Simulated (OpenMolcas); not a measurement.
# A workflow on Si2H6O (SMILES O[SiH2][SiH3])

We compute the energy (HF/ANO-RCC-VDZ), then the vertical excitations (CIS(20,36)/ANO-RCC-VDZ) of Si2H6O. 

Program for the calculation: OpenMolcas 26.06.

## (1) The structure to begin with

Si2H6O: 9 atoms, total charge 0, spin state singlet. As SMILES, `O[SiH2][SiH3]`. The shape is that of a PBE0-D4/def2-TZVP optimisation. This is one conformer, not always the lowest.

Bond lengths: O1–Si2 1.654 Å, Si2–Si3 2.347 Å, O1–H4 0.958 Å, Si2–H5 1.493 Å, Si2–H6 1.484 Å, Si3–H7 1.489 Å, Si3–H8 1.491 Å, Si3–H9 1.488 Å. Some angles: O1–Si2–Si3 112.4°, O1–Si2–H5 111.3°, O1–Si2–H6 105.5°, Si3–Si2–H5 108.5°, Si3–Si2–H6 110.6°, Si2–O1–H4 117.6°, Si2–Si3–H7 110.0°, Si2–Si3–H8 110.1°, Si2–Si3–H9 111.4°, H5–Si2–H6 108.5°.

## (2) A single-point energy at HF/ANO-RCC-VDZ (DKH2) (run 1)

step1.input reads:

```
&GATEWAY
 BasisSet
 O.ANO-RCC-VDZ....
 O1 -1.609000 1.039900 -0.762000 angstrom
 End of Basis
 BasisSet
 Si.ANO-RCC-VDZ....
 Si2 0.004800 0.933100 -0.415900 angstrom
 Si3 0.544200 -1.038400 0.738600 angstrom
 End of Basis
 BasisSet
 H.ANO-RCC-VDZ....
 H4 -1.996600 0.341400 -1.290800 angstrom
 H5 0.830600 0.994500 -1.657800 angstrom
 H6 0.311400 2.125200 0.413000 angstrom
 H7 2.012900 -1.104800 0.974500 angstrom
 H8 0.146200 -2.228200 -0.066200 angstrom
 H9 -0.156000 -1.109100 2.049500 angstrom
 End of Basis

&SEWARD
 Relativistic=R02E00

&SCF
 PrOrbitals=1 1
```

On the command line:

```
$ export MOLCAS_MEM=1860
$ pymolcas step1.input > step1.log
```

The program printed:

```text
--- Start Module: gateway ---
[...]
--- Stop Module: gateway /rc=_RC_ALL_IS_WELL_ ---
--- Start Module: seward ---
[...]
      Basis functions           47
--- Stop Module: seward /rc=_RC_ALL_IS_WELL_ ---
[...]
--- Start Module: scf ---
[...]
       Convergence after  10 Iterations
[...]
::    Total SCF energy                               -657.4125303677
[...]
      Total spin, S                                     0.0000000000
[...]
      Total electronic charge=   42.000000
      Total            charge=   -0.000000
[...]
      Dipole Moment (debye):
      Origin of the operator (angstrom)=   -0.1182    0.1628   -0.0351
                   X=  1.0481E+00               Y= -1.5825E+00               Z= -6.9042E-01           Total=  2.0198E+00
      Quadrupole Moment (debye*angstrom):
[...]
--- Stop Module: scf /rc=_RC_ALL_IS_WELL_ ---
[...]
```

Run time: 5.1 s. Hardware: 1 thread of AMD EPYC 7R43 (Zen 3), shared host; peak memory 0.38 GiB.

## (3) The vertical excitations at CIS(20,36)/ANO-RCC-VDZ (DKH2) (run 2)

step2.input reads:

```
&GATEWAY
  BasisSet
  O.ANO-RCC-VDZ....
  O1 -1.609000 1.039900 -0.762000 angstrom
  End of Basis
  BasisSet
  Si.ANO-RCC-VDZ....
  Si2 0.004800 0.933100 -0.415900 angstrom
  Si3 0.544200 -1.038400 0.738600 angstrom
  End of Basis
  BasisSet
  H.ANO-RCC-VDZ....
  H4 -1.996600 0.341400 -1.290800 angstrom
  H5 0.830600 0.994500 -1.657800 angstrom
  H6 0.311400 2.125200 0.413000 angstrom
  H7 2.012900 -1.104800 0.974500 angstrom
  H8 0.146200 -2.228200 -0.066200 angstrom
  H9 -0.156000 -1.109100 2.049500 angstrom
  End of Basis

&SEWARD
  Relativistic=R02E00

&RASSCF
  FileOrb=$CurrDir/step1.ScfOrb
  Spin=1
  Nactel=20 1 1
  Inactive=11
  Ras1=10
  Ras2=0
  Ras3=26
  CIRoot=5 5 1
  OrbListing=NoCore
  CIOnly
```

On the command line:

```
$ export MOLCAS_MEM=1860
$ pymolcas step2.input > step2.log
```

The program printed (excerpt; [...] marks lines left out):

```text
--- Start Module: gateway ---
[...]
--- Start Module: seward ---
[...]
      Basis functions           47
[...]
      Number of active orbitals                 36
[...]
      Spin quantum number                      0.0
[...]
      Active orbitals                           36
[...]
      Number of CSFs                           261
[...]
      Number of root(s) required                 5
[...]
      printout of CI-coefficients larger than  0.05 for root  1
      energy=    -657.412530
      conf/sym  111111111111111111111111111111111111     Coeff  Weight
             1  222222222200000000000000000000000000  -1.00000 1.00000
[...]
      Natural orbitals and occupation numbers for root  1
      sym 1:   2.000000   2.000000   2.000000   2.000000   2.000000   2.000000   2.000000   2.000000   2.000000   2.000000
              -0.000000  -0.000000  -0.000000  -0.000000  -0.000000  -0.000000  -0.000000  -0.000000  -0.000000  -0.000000
              -0.000000  -0.000000  -0.000000  -0.000000  -0.000000  -0.000000  -0.000000  -0.000000  -0.000000   0.000000
              -0.000000  -0.000000  -0.000000  -0.000000  -0.000000  -0.000000
      Natural orbitals and occupation numbers for root  2
      sym 1:   1.999989   1.999953   1.999823   1.995699   1.999664   1.973191   1.999015   1.996578   1.998780   1.037309
               0.962691  -0.000000  -0.000000   0.004301   0.026809   0.001220   0.003422   0.000985  -0.000000   0.000177
              -0.000000  -0.000000  -0.000000   0.000000   0.000336  -0.000000  -0.000000   0.000047   0.000000  -0.000000
               0.000000  -0.000000  -0.000000   0.000011  -0.000000  -0.000000
      Natural orbitals and occupation numbers for root  3
      sym 1:   1.999995   1.999479   1.999916   1.997462   1.982456   1.999903   1.999606   1.995731   1.998424   1.027028
               0.017544   0.972972   0.001576   0.000521   0.004269   0.000005   0.002538   0.000000  -0.000000  -0.000000
               0.000000  -0.000000  -0.000000   0.000394   0.000097  -0.000000  -0.000000   0.000084   0.000000  -0.000000
              -0.000000  -0.000000  -0.000000  -0.000000  -0.000000  -0.000000
[...]
::    RASSCF root number  1 Total energy:   -657.41253037
::    RASSCF root number  2 Total energy:   -657.13559823
::    RASSCF root number  3 Total energy:   -657.09280222
::    RASSCF root number  4 Total energy:   -657.08438537
::    RASSCF root number  5 Total energy:   -657.08237494
[...]
```

Wall time 7.8 s (1 thread of AMD EPYC 7R43 (Zen 3), shared host); peak memory 0.38 GiB.

The roots found:

| excited state | energy (eV) |
| --- | --- |
| 1 | 7.536 |
| 2 | 8.700 |
| 3 | 8.929 |
| 4 | 8.984 |

## (4) Outcome

| quantity | value |
| --- | --- |
| run 1, HF/ANO-RCC-VDZ: total energy | -657.41253 Eh |
| run 1, HF/ANO-RCC-VDZ: dipole moment | 2.02 D |
| run 1, HF/ANO-RCC-VDZ: HOMO energy | -10.91 eV |
| run 1, HF/ANO-RCC-VDZ: LUMO energy | 2.05 eV |
| run 1, HF/ANO-RCC-VDZ: HOMO–LUMO gap | 12.96 eV |
| run 2, CIS(20,36)/ANO-RCC-VDZ: ground-state or mean-field energy | -657.41253 Eh |
| run 2, CIS(20,36)/ANO-RCC-VDZ: dipole moment (CI density) | 2.02 D |
| run 2, CIS(20,36)/ANO-RCC-VDZ: lowest excitation energy within this active space | 7.54 eV |

What this shows: Mulliken charges (run 1, HF/ANO-RCC-VDZ) run from -0.90 on O1 to +0.97 on Si2. The basis has no diffuse functions, so Rydberg states are missing or pushed up, and the true lowest state may lie lower. Mulliken charges (run 2, CIS(20,36)/ANO-RCC-VDZ) run from -0.90 on O1 to +0.97 on Si2; they depend strongly on the basis.
